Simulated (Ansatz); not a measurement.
This geometry of C2H6N2O (11 atoms, charge 0, multiplicity 1) is a first-order saddle point.

The calculation used Ansatz 0.2.0, RKS revPBE/6-31G.

```xyz
11
Properties=species:S:1:pos:R:3
C -1.495 -0.101 0.667
N -0.452 -0.830 -0.074
C 0.674 -0.278 -0.405
N 1.180 0.989 -0.192
O 1.611 -1.044 -1.120
H -1.736 -0.651 1.595
H -1.248 0.944 0.958
H -2.418 -0.062 0.060
H 2.096 1.224 -0.551
H 0.664 1.681 0.333
H 1.189 -1.930 -1.250
```

(1) Which two structures does it join? (They come from a converged band through this point; their orientation in space is the band's.)

(2) How far does it lie above each of them?

Answers

(1) No bond is made or broken. The dihedral H7–C1–N2–C3 goes from -61 to 60°. The two ends are copies of one structure, up to a mirror image or an exchange of like atoms.

First end point:

```xyz
11
Properties=species:S:1:pos:R:3
C -1.420 -0.114 0.754
N -0.382 -0.909 0.068
C 0.669 -0.306 -0.403
N 1.026 1.027 -0.384
O 1.654 -1.062 -1.055
H -2.221 -0.794 1.082
H -1.035 0.409 1.657
H -1.883 0.651 0.092
H 1.897 1.321 -0.807
H 0.428 1.718 0.048
H 1.332 -1.999 -1.031
```

Last end point:

```xyz
11
Properties=species:S:1:pos:R:3
C -1.478 -0.080 0.638
N -0.484 -0.850 -0.137
C 0.660 -0.302 -0.419
N 1.160 0.947 -0.111
O 1.604 -1.032 -1.156
H -1.116 0.183 1.656
H -1.781 0.864 0.133
H -2.382 -0.696 0.757
H 2.089 1.207 -0.421
H 0.611 1.611 0.418
H 1.182 -1.909 -1.339
```

(2) 0.028 eV above the first and 0.028 eV above the second. This is the barrier of this one path; another mechanism may lie lower. Limits of this set-up: no polarisation functions.

Run time: 2.4 min on 1 thread of Arm Neoverse V1 (shared host), peak memory 0.23 GiB.
